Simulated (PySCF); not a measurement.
## Basis-set dependence of population analyses: ethyl cyanide

Compound: ethyl cyanide, C3H5N.
Cartesian coordinates in Å at the PBE0-D3(BJ)/def2-SVP level; atoms count from 1:
```
atom  x, y, z in Å
C1    -0.9633    0.2969   -0.0145
C2     0.3565   -0.3922   -0.3545
C3     1.4389   -0.0292    0.5536
N4     2.2830    0.2727    1.2854
H5    -1.7436   -0.0143   -0.7233
H6    -1.2956    0.0358    1.0004
H7    -0.8641    1.3903   -0.0687
H8     0.2444   -1.4884   -0.3253
H9     0.6766   -0.1410   -1.3788
```

PBE0 throughout (PySCF), one geometry, spherical d and f functions. Geometry: PBE0-D3(BJ)/def2-SVP; no solvent, vibrations or thermal averaging. Atoms taken as equivalent share a column and are averaged.

Mulliken charges (e):

| basis | functions | C1 | C2 | C3 | N4 | H5/H6/H7 | H8/H9 |
| --- | --- | --- | --- | --- | --- | --- | --- |
| STO-3G | 25 | -0.226 | -0.153 | +0.072 | -0.198 | +0.092 | +0.114 |
| 6-31G | 46 | -0.488 | -0.386 | +0.157 | -0.300 | +0.189 | +0.225 |
| pcSseg-0 | 46 | -0.635 | -0.420 | +0.090 | -0.382 | +0.253 | +0.293 |
| 6-31G* | 66 | -0.528 | -0.419 | +0.256 | -0.362 | +0.199 | +0.228 |
| def2-SVP | 81 | -0.103 | -0.027 | -0.213 | -0.033 | +0.068 | +0.086 |
| cc-pVDZ | 81 | -0.089 | -0.077 | -0.070 | -0.142 | +0.065 | +0.092 |
| aug-cc-pVDZ | 137 | +0.436 | +0.392 | -0.009 | -0.331 | -0.108 | -0.082 |
| 6-311+G(2d,p) | 138 | -0.483 | -0.276 | +0.253 | -0.320 | +0.160 | +0.173 |
| def2-TZVP | 154 | -0.368 | -0.076 | -0.244 | -0.021 | +0.139 | +0.147 |
| IGLO-III | 190 | -0.336 | -0.165 | +0.107 | -0.302 | +0.131 | +0.151 |
| cc-pVTZ | 190 | -0.279 | -0.159 | -0.085 | -0.072 | +0.112 | +0.130 |

IAO charges (e):

| basis | functions | C1 | C2 | C3 | N4 | H5/H6/H7 | H8/H9 |
| --- | --- | --- | --- | --- | --- | --- | --- |
| STO-3G | 25 | -0.386 | -0.287 | +0.077 | -0.165 | +0.144 | +0.164 |
| 6-31G | 46 | -0.424 | -0.295 | +0.126 | -0.241 | +0.158 | +0.181 |
| pcSseg-0 | 46 | -0.418 | -0.302 | +0.126 | -0.239 | +0.156 | +0.182 |
| 6-31G* | 66 | -0.406 | -0.287 | +0.135 | -0.248 | +0.152 | +0.175 |
| def2-SVP | 81 | -0.394 | -0.284 | +0.129 | -0.238 | +0.147 | +0.172 |
| cc-pVDZ | 81 | -0.404 | -0.287 | +0.129 | -0.240 | +0.151 | +0.175 |
| aug-cc-pVDZ | 137 | -0.415 | -0.292 | +0.140 | -0.257 | +0.155 | +0.179 |
| 6-311+G(2d,p) | 138 | -0.417 | -0.295 | +0.142 | -0.259 | +0.156 | +0.180 |
| def2-TZVP | 154 | -0.418 | -0.294 | +0.141 | -0.257 | +0.156 | +0.180 |
| IGLO-III | 190 | -0.419 | -0.296 | +0.142 | -0.259 | +0.156 | +0.181 |
| cc-pVTZ | 190 | -0.419 | -0.295 | +0.139 | -0.254 | +0.156 | +0.180 |

Hirshfeld charges (e):

```json
{"basis": "STO-3G", "functions": "25", "C1": "-0.029", "C2": "+0.033", "C3": "+0.033", "N4": "-0.179", "H5/H6/H7": "+0.023", "H8/H9": "+0.037"}
{"basis": "6-31G", "functions": "46", "C1": "-0.086", "C2": "-0.016", "C3": "+0.067", "N4": "-0.226", "H5/H6/H7": "+0.046", "H8/H9": "+0.062"}
{"basis": "pcSseg-0", "functions": "46", "C1": "-0.088", "C2": "-0.017", "C3": "+0.070", "N4": "-0.221", "H5/H6/H7": "+0.046", "H8/H9": "+0.060"}
{"basis": "6-31G*", "functions": "66", "C1": "-0.086", "C2": "-0.017", "C3": "+0.073", "N4": "-0.236", "H5/H6/H7": "+0.046", "H8/H9": "+0.063"}
{"basis": "def2-SVP", "functions": "81", "C1": "-0.099", "C2": "-0.031", "C3": "+0.081", "N4": "-0.229", "H5/H6/H7": "+0.049", "H8/H9": "+0.065"}
{"basis": "cc-pVDZ", "functions": "81", "C1": "-0.096", "C2": "-0.028", "C3": "+0.073", "N4": "-0.224", "H5/H6/H7": "+0.049", "H8/H9": "+0.065"}
{"basis": "aug-cc-pVDZ", "functions": "137", "C1": "-0.107", "C2": "-0.042", "C3": "+0.079", "N4": "-0.235", "H5/H6/H7": "+0.054", "H8/H9": "+0.071"}
{"basis": "6-311+G(2d,p)", "functions": "138", "C1": "-0.099", "C2": "-0.038", "C3": "+0.078", "N4": "-0.238", "H5/H6/H7": "+0.053", "H8/H9": "+0.070"}
{"basis": "def2-TZVP", "functions": "154", "C1": "-0.103", "C2": "-0.038", "C3": "+0.080", "N4": "-0.237", "H5/H6/H7": "+0.053", "H8/H9": "+0.070"}
{"basis": "IGLO-III", "functions": "190", "C1": "-0.107", "C2": "-0.042", "C3": "+0.080", "N4": "-0.237", "H5/H6/H7": "+0.054", "H8/H9": "+0.071"}
{"basis": "cc-pVTZ", "functions": "190", "C1": "-0.104", "C2": "-0.038", "C3": "+0.080", "N4": "-0.235", "H5/H6/H7": "+0.053", "H8/H9": "+0.070"}
```

ESP-fitted charges (e):

```csv
basis,functions,C1,C2,C3,N4,H5/H6/H7,H8/H9
STO-3G,25,-0.199,-0.030,+0.296,-0.385,+0.070,+0.054
6-31G,46,-0.193,-0.017,+0.344,-0.475,+0.072,+0.062
pcSseg-0,46,-0.227,+0.019,+0.344,-0.484,+0.080,+0.054
6-31G*,66,-0.239,+0.063,+0.255,-0.430,+0.082,+0.053
def2-SVP,81,-0.189,+0.070,+0.248,-0.426,+0.068,+0.047
cc-pVDZ,81,-0.205,+0.081,+0.216,-0.406,+0.072,+0.049
aug-cc-pVDZ,137,-0.234,+0.092,+0.253,-0.449,+0.080,+0.048
"6-311+G(2d,p)",138,-0.248,+0.113,+0.236,-0.443,+0.083,+0.045
def2-TZVP,154,-0.241,+0.117,+0.235,-0.440,+0.081,+0.043
IGLO-III,190,-0.237,+0.102,+0.242,-0.445,+0.081,+0.047
cc-pVTZ,190,-0.238,+0.102,+0.232,-0.432,+0.081,+0.047
```

**Question.** Which scheme is steadiest as the basis changes?

**Answer.** Largest range over the bases for any column: Hirshfeld 0.08 e, IAO 0.09 e, ESP-fitted 0.15 e, Mulliken 1.07 e. Hirshfeld charges move least and Mulliken charges most, counted in e. Without the minimal STO-3G basis the ranges are Hirshfeld 0.03, IAO 0.03, ESP-fitted 0.13, Mulliken 1.07 e.

**Question.** What do the same runs give for the total energy, the frontier levels and the dipole moment?

**Answer.** 
| basis | energy (Eh) | HOMO (eV) | LUMO (eV) | μ (D) |
| --- | --- | --- | --- | --- |
| STO-3G | -169.7329 | -7.71 | 4.26 | 3.14 |
| 6-31G | -171.8043 | -9.23 | 1.13 | 3.98 |
| pcSseg-0 | -171.4632 | -9.52 | 0.88 | 4.06 |
| 6-31G* | -171.8526 | -9.05 | 1.17 | 3.94 |
| def2-SVP | -171.7288 | -9.20 | 0.86 | 3.91 |
| cc-pVDZ | -171.8662 | -9.09 | 0.92 | 3.87 |
| aug-cc-pVDZ | -171.8757 | -9.27 | -0.36 | 4.16 |
| 6-311+G(2d,p) | -171.9054 | -9.30 | -0.09 | 4.18 |
| def2-TZVP | -171.9189 | -9.27 | 0.45 | 4.13 |
| IGLO-III | -171.9231 | -9.29 | 0.20 | 4.18 |
| cc-pVTZ | -171.9147 | -9.23 | 0.50 | 4.07 |

The dipole is fixed by the density alone, so its range of 1.04 D shows that the density itself changes with the basis, not only its division among atoms.
